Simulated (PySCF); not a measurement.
Reaction (SMILES): CCN → CC[NH-] + H+
B3LYP-D3(BJ)/def2-TZVP geometries, fixed; electronic energies without zero-point terms.

Effect of the grid level at B3LYP/aug-cc-pVTZ with PySCF, against the last row, where the deprotonation energy is 405.37 kcal/mol. Species with rotatable bonds are taken in one conformer. The proton leaves the site shown, which need not be the most acidic. Cost is core time over that of grids.level: 0, rough, on shared machines of one kind.

| setting | grid points, largest species | largest shift of a total energy (mEh) | shift of the deprotonation energy (kcal/mol) | cost |
|---|---|---|---|---|
| grids.level: 0 | 7576 | -2.440 | 1.004 | 1× |
| grids.level: 1 | 32784 | -0.011 | -0.004 | 1× |
| grids.level: 2 | 71016 | 0.005 | -0.004 | 2× |
| grids.level: 3 | 110800 | 0.004 | -0.003 | 2× |
| grids.level: 4 | 195048 | 0.000 | 0.000 | 3× |
| grids.level: 5 | 292856 | 0.000 | 0.000 | 4× |
| grids.level: 7 | 609096 | 0.000 | 0.000 | 8× |

Within 0.3 kcal/mol in the deprotonation energy: grids.level: 1; grids.level: 2; grids.level: 3; grids.level: 4; grids.level: 5. The largest shift is 2.440 mEh in a total energy and 1.004 kcal/mol in the difference.
